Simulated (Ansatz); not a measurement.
# AlCO (sextet): from Hartree-Fock to the top rungs, def2-QZVPP

One table from this session's results is given with a row withheld; the runs are named, their logs left out.

Program: Ansatz 0.2.0, Gaussian basis. Level of theory: def2-QZVPP, core rule «outside noble gas», up to 7 orbitals frozen. These are calculated values, not measurements.

Plan: UHF; ROHF; CCSD(T) on UHF.

## What is computed

The geometry is a PBE0/def2-TZVP stationary point (not a proven minimum) of the parent state, kept for this charge and spin.

3 atoms, charge 0, spin multiplicity 6.

Atoms are counted from 1 here; the program's logs count them from 0.

Bond lengths: Al1–C2 1.847 Å, C2–O3 1.158 Å. Angles: Al1–C2–O3 180.0°.

Set-up of the first run:

in.yaml reads:

```yaml
crystal:
  periodic: [false, false, false]
  atoms:
    - {symbol: Al, position_ang: [0.000000, 0.000000, 1.617200]}
    - {symbol: C, position_ang: [0.000000, 0.000000, -0.229400]}
    - {symbol: O, position_ang: [0.000000, 0.000000, -1.387800]}
basis:
  gaussian: {orbitals: "def2-QZVPP.json"}
magnetization: {spin_polarized: true, initial_magnetization: 5}
hamiltonian: {xc: hf}
output: {orbitals: {seedname: orbitals}}
```

Started as:

```console
$ ansatz run in.yaml --threads 1 --pin off --events-out ev --progress --plain --max-ram 2393MiB
```

Steps of the session up to this table: UHF; ROHF; CCSD(T) on UHF.

One of the session's tables, all rows but one given; the rest of the session is left out.

```
  method  from UCCSD(T) (kcal/mol)
    ROHF                   +239.12
     UHF                         ?
    UMP2                    +24.62
   UCCSD                     +8.50
UCCSD(T)                         0
```

**Question.** Estimate the row for UHF.

As computed: from UCCSD(T) (kcal/mol): +231.72. In the column «from UCCSD(T) (kcal/mol)» it lies between UMP2 (+24.62) and ROHF (+239.12).
